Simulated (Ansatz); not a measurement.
# Scan of AsH2⁺, singlet

Starting geometry (PBE0/def2-TZVP stationary point for this spin, not checked as a minimum):

| atom | x (Å) | y (Å) | z (Å) |
| --- | --- | --- | --- |
| As | 0.0000 | -0.0281 | 0.0000 |
| H | 0.0000 | 1.0446 | -1.0909 |
| H | 0.0000 | 1.0446 | 1.0909 |

From there the angle named below is changed in its plane at fixed bond lengths, both arms turning rigidly about the middle atom; atoms are numbered as listed. Energies are in kJ/mol, counted from the starting geometry at the same level.

Basis cc-pVDZ; Ansatz 0.2.0. Only valence electrons are correlated (noble-gas cores and the filled d shells of p-block atoms frozen). Prefix R: restricted or restricted open-shell reference. No spin–orbit coupling is included, and no scalar relativity.

The determinant at some points fills πx and πy unequally, so it is a mixture of Σ and Δ, which weighs on every level built on one determinant.

Full CI is exact within this basis and frozen core; it isn't the basis-set limit.

```json
{"angle H2-As1-H3 (°)": "66.3", "RHF": "56.2"}
{"angle H2-As1-H3 (°)": "87.0", "RHF": "2.6"}
{"angle H2-As1-H3 (°)": "91.0", "RHF": "0.0"}
{"angle H2-As1-H3 (°)": "108.6", "RHF": "16.7"}
{"angle H2-As1-H3 (°)": "125.9", "RHF": "73.6"}
{"angle H2-As1-H3 (°)": "141.8", "RHF": "154.4"}
{"angle H2-As1-H3 (°)": "159.2", "RHF": "259.3"}
{"angle H2-As1-H3 (°)": "180.0", "RHF": "336.4"}
```

Task: Estimate the full CI curve in cc-pVDZ from this one, knowing how RHF errs.

Result: The computed full CI values, in kJ/mol from the starting point, and the error of RHF against them:
```tsv
angle H2-As1-H3 (°)	full CI	RHF less full CI
66.3	43.7	12.5
87.0	1.5	1.0
91.0	0.0	0.0
108.6	17.8	-1.1
125.9	70.4	3.2
141.8	142.9	11.5
159.2	233.8	25.4
180.0	290.1	46.3
```

Full CI's occupations show more than one leading determinant at 180.0.

The error spans 47.4 kJ/mol and is largest, 46.3 kJ/mol, at 180.0 °.
